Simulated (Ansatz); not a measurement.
Volumes and bulk moduli along the alkaline-earth metals

Method: Ansatz, DFT, revPBE, plane waves (420 eV) with PAW, scalar-relativistic. The PAW files were generated under PBE, with cores re-solved for the functional.

Each structure is relaxed within its symmetry, in the lowest magnetic state of the tried starts. B₀ comes from uniform scaling at fixed shape; a dash is a value not given.

```csv
element,structure,V (Å³/atom),B₀ (GPa),magnetic state
Be,hcp,8.08,119,spin not included
Mg,?,?,?,?
Ca,fcc,43.93,16,spin not included
Sr,fcc,57.64,11,spin not included
Ba,bcc,67.11,8,spin not included
```

(1) Fill in the row of Mg.

## Answers

(1) structure: hcp; V (Å³/atom): 23.56; B₀ (GPa): 34; magnetic state: spin not included.
